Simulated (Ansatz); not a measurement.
# Relaxing a trial structure of ClH3Si

The starting geometry of this gas-phase triplet was optimised with GFN2-xTB as a singlet; its bonds are those of `[SiH3]Cl`.

```yaml
atoms:
  - { symbol: Cl, position_ang: [1.6082, -1.4526, -1.8704] }
  - { symbol: Si, position_ang: [-0.3055, -0.9589, -2.2377] }
  - { symbol: H, position_ang: [-1.0890, -2.1874, -2.3000] }
  - { symbol: H, position_ang: [-0.3549, -0.2492, -3.5108] }
  - { symbol: H, position_ang: [-0.7698, -0.1036, -1.1517] }
```

Where would you expect an optimisation with PBE0-D3(BJ)/def2-SVP to take it?

It falls apart into H2Si + ClH. Contacts that open: Cl1–Si2 (2.01 → 3.39 Å), Si2–H4 (1.46 → 3.37 Å). Contacts that close: Cl1–H4 (2.83 → 1.29 Å).

The energy falls by 3.54 eV over 59 steps:

```tsv
step	E − E(last) (eV)
1	3.542
7	0.605
14	0.556
20	0.169
27	0.019
33	0.018
40	0.014
46	0.009
53	0.001
59	0.000
```

Final geometry (Å):

| atom | x (Å) | y (Å) | z (Å) |
| --- | --- | --- | --- |
| Cl | 2.1542 | -1.1319 | -2.1147 |
| Si | -1.2233 | -1.3762 | -1.9960 |
| H | -2.6281 | -1.8078 | -2.2824 |
| H | 1.8134 | -0.6278 | -3.2483 |
| H | -1.0271 | -0.0080 | -1.4293 |

The end wasn't checked by frequencies. Open shells are spin-unrestricted. The triplet needn't be the ground state. Run with Ansatz 0.2.0, 2.7 min on 1 thread of AMD EPYC 7R43 64-Core Processor (Zen 3), with other jobs on the host.
